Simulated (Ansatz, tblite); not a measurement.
**BH2(SiH3) (SiBH₅): spin-state energies by level**

Is the singlet the ground state of BH2(SiH3) (SiBH₅)? Other spin states are computed and compared level by level.

Program: Ansatz 0.2.0, Gaussian basis. Level of theory: as each input shows. These are calculated values, not measurements.

Levels to be run: triplet, at the geometry of the singlet (GFN1-xTB, GFN2-xTB, PBE0-D4/def2-TZVP, PBE-D4/def2-TZVP, r2SCAN-D4/def2-TZVP); the singlet's energies come from earlier runs.

## (1) The relaxed structure

The singlet was relaxed beforehand with B3LYP-D4/def2-TZVP.

7 atoms, charge 0, spin multiplicity 1.

Bond lengths: B1–H2 1.191 Å, B1–H3 1.191 Å, B1–Si4 2.011 Å, Si4–H5 1.484 Å, Si4–H6 1.484 Å, Si4–H7 1.491 Å. Angles: H2–B1–H3 117.3°, H2–B1–Si4 121.3°, H3–B1–Si4 121.3°, B1–Si4–H5 113.5°, B1–Si4–H6 113.5°, B1–Si4–H7 105.6°, H5–Si4–H6 108.6°, H5–Si4–H7 107.7°, H6–Si4–H7 107.7°.

## (2) Triplet at the fixed geometry, GFN1-xTB

Tight binding, by tblite at 300 K electronic temperature and without a spin-polarisation term:

```python
tblite.interface.Calculator('GFN1-xTB', numbers, positions, charge=0, uhf=2).singlepoint()
```

Energy -157.6251 eV; 0.002 s.

## (3) Triplet at the fixed geometry, GFN2-xTB

Tight binding, by tblite at 300 K electronic temperature and without a spin-polarisation term:

```python
tblite.interface.Calculator('GFN2-xTB', numbers, positions, charge=0, uhf=2).singlepoint()
```

Energy -146.1440 eV; 0.002 s.

## (4) Triplet at the fixed geometry, PBE0-D4/def2-TZVP

Contents of in.yaml:

```yaml
crystal:
  periodic: [false, false, false]
  atoms:
    - {symbol: B, position_ang: [0.596596, 1.039963, 0.009243]}
    - {symbol: H, position_ang: [1.787463, 1.069746, 0.007570]}
    - {symbol: H, position_ang: [0.023099, 2.081113, -0.069450]}
    - {symbol: Si, position_ang: [-0.405090, -0.702889, 0.048339]}
    - {symbol: H, position_ang: [-1.757265, -0.594832, 0.650305]}
    - {symbol: H, position_ang: [0.331091, -1.794347, 0.733235]}
    - {symbol: H, position_ang: [-0.575883, -1.098755, -1.379241]}
basis:
  gaussian: {orbitals: def2-TZVP}
magnetization: {spin_polarized: true, initial_magnetization: 2}
hamiltonian: {xc: pbe0, dispersion: d4}
scf: {omitted_lower_state_checks: [starts]}
output: {orbitals: {seedname: orbitals}}
```

The run is started by

```
$ ansatz run in.yaml --threads 4 --pin off --events-out ev --progress --plain --max-ram 3916MiB
```

The program printed:

```text
Functional definition: PBE0
  name "PBE0"
  cite "Adamo & Barone, J. Chem. Phys. 110, 6158 (1999) doi:10.1063/1.478522"
  cite "Perdew, Burke & Ernzerhof, Phys. Rev. Lett. 77, 3865 (1996) doi:10.1103/PhysRevLett.77.3865"
  parent pbe
  parameter a = 0.25
  parameter kappa = 0.804
  parameter beta = 0.06672455060314922
  exchange = (1 - a)*pbe_x(kappa = kappa, mu = beta*pi^2/3) + a*exact_x
  correlation = pbe_c(beta = beta)
these checks for a lower state are left out or cut short: starts
657 factors; their error is unknown
mean field evaluation 1: about -8625.0741 eV, gradient 1.4e1 eV
mean field evaluation 2: about -8625.5675 eV, gradient 1.1e1 eV
mean field evaluation 4: about -8626.4927 eV, gradient 3.8e-1 eV
mean field evaluation 8: about -8626.5284 eV, gradient 9.4e-2 eV
mean field evaluation 16: about -8626.5285 eV, gradient 2.4e-5 eV
mean field -8626.52851339 eV, -317.0190755959 hartree, gradient 2.4e-5 eV, S^2 2.005957; 0 other end points of the search recorded, 0 dependent functions left out
reference -8626.52854779 eV, -317.0190768601 hartree; 13, 11 occupied and 85, 87 virtual orbitals, 657 factors
Total energy: -8626.60020827 eV, -317.0217103342 hartree
Checks for a lower state left out: starts
```

It took 0.7 s on 4 threads of Arm Neoverse V2, shared host.

HOMO -5.20 eV, LUMO -5.87 eV (over both spins; with the spin held, an empty level of the minority spin lies below the top filled one); ⟨S²⟩ 2.006 (pure: 2.00).

## (5) Triplet at the fixed geometry, PBE-D4/def2-TZVP

start.molden holds the orbitals of an earlier run on this state, given as this run's starting guess.

in.yaml, as its differences from that of step 4:

```diff
@@ -11,5 +11,5 @@
 basis:
-  gaussian: {orbitals: def2-TZVP}
+  gaussian: {orbitals: def2-TZVP, initial_orbitals: start.molden}
 magnetization: {spin_polarized: true, initial_magnetization: 2}
-hamiltonian: {xc: pbe0, dispersion: d4}
+hamiltonian: {xc: pbe, dispersion: d4}
 scf: {omitted_lower_state_checks: [starts]}
```

Same command.

The program printed:

```text
Functional definition: PBE
  name "PBE"
  cite "Perdew, Burke & Ernzerhof, Phys. Rev. Lett. 77, 3865 (1996) doi:10.1103/PhysRevLett.77.3865"
  parent pbe
  parameter kappa = 0.804
  parameter beta = 0.06672455060314922
  exchange = pbe_x(kappa = kappa, mu = beta*pi^2/3)
  correlation = pbe_c(beta = beta)
these checks for a lower state are left out or cut short: starts
641 factors; their error is unknown
mean field evaluation 1: about -8625.4065 eV, gradient 4.9e0 eV
mean field evaluation 2: about -8625.4626 eV, gradient 7.6e-2 eV
mean field evaluation 4: about -8625.4545 eV, gradient 2.4e-4 eV
mean field -8625.45449028 eV, -316.9796059747 hartree, gradient 2.4e-5 eV, S^2 2.005028; 0 other end points of the search recorded, 0 dependent functions left out
reference -8625.45453533 eV, -316.9796076304 hartree; 13, 11 occupied and 85, 87 virtual orbitals, 641 factors
Total energy: -8625.54058750 eV, -316.9827699892 hartree
Checks for a lower state left out: starts
```

Wall time 0.65 s (4 threads of Arm Neoverse V2, shared host).

From the report: HOMO -4.13 eV, LUMO -6.85 eV (over both spins; with the spin held, an empty level of the minority spin lies below the top filled one); ⟨S²⟩ 2.005 (pure: 2.00).

## (6) Triplet at the fixed geometry, r2SCAN-D4/def2-TZVP

in.yaml, as its differences from that of step 5:

```diff
@@ -13,3 +13,3 @@
 magnetization: {spin_polarized: true, initial_magnetization: 2}
-hamiltonian: {xc: pbe, dispersion: d4}
+hamiltonian: {xc: r2scan, dispersion: d4}
 scf: {omitted_lower_state_checks: [starts]}
```

Same command.

The program printed:

```text
Functional definition: r2SCAN
  name "r2SCAN"
  cite "Furness, Kaplan, Ning, Perdew & Sun, J. Phys. Chem. Lett. 11, 8208 (2020) doi:10.1021/acs.jpclett.0c02405"
  cite "Furness, Kaplan, Ning, Perdew & Sun, J. Phys. Chem. Lett. 11, 9248 (2020) doi:10.1021/acs.jpclett.0c03077"
  parent r2scan
  parameter k0 = 0.174
  parameter k1 = 0.065
  parameter a1 = 4.9479
  exchange = r2scan_x(k0 = k0, k1 = k1, a1 = a1)
  correlation = r2scan_c
these checks for a lower state are left out or cut short: starts
641 factors; their error is unknown
mean field evaluation 1: about -8629.8083 eV, gradient 3.4e0 eV
mean field evaluation 2: about -8629.8310 eV, gradient 3.2e-2 eV
mean field evaluation 4: about -8629.8203 eV, gradient 6.5e-5 eV
mean field -8629.82025496 eV, -317.1400448675 hartree, gradient 2.0e-5 eV, S^2 2.009911; 0 other end points of the search recorded, 0 dependent functions left out
reference -8629.82027146 eV, -317.1400454740 hartree; 13, 11 occupied and 85, 87 virtual orbitals, 641 factors
Total energy: -8629.84014048 eV, -317.1407756468 hartree
Checks for a lower state left out: starts
```

It took 1.4 s on 4 threads of Arm Neoverse V2, shared host.

HOMO -4.49 eV, LUMO -6.50 eV (over both spins; with the spin held, an empty level of the minority spin lies below the top filled one); ⟨S²⟩ 2.010 (pure: 2.00).

## (7) Triplet less singlet, vertical

The singlet's energies are those of its earlier runs, whose logs aren't repeated here.

| level | triplet less singlet, vertical (kJ/mol) | time |
| --- | --- | --- |
| GFN1-xTB | +261.2 | 0.005 s |
| GFN2-xTB | +271.1 | 0.003 s |
| PBE-D4/def2-TZVP | +308.3 | 1.1 s |
| r2SCAN-D4/def2-TZVP | +304.1 | 2.2 s |
| PBE0-D4/def2-TZVP | +319.4 | 1.2 s |

Times add the two runs; a level without a time comes out of a correlated run. Tight binding without a spin term can't rank spin states.

## (8) What came out

| quantity | value |
| --- | --- |
| triplet less singlet, vertical, functionals in def2-TZVP | +304.1 (r2SCAN-D4) to +319.4 kJ/mol (PBE0-D4) |

In words: All functionals put the triplet above the singlet, over a spread of 15.3 kJ/mol. The checks for a lower triplet were left out, so another state of that spin may lie lower. These are electronic energies, without zero-point motion, entropy or surroundings.
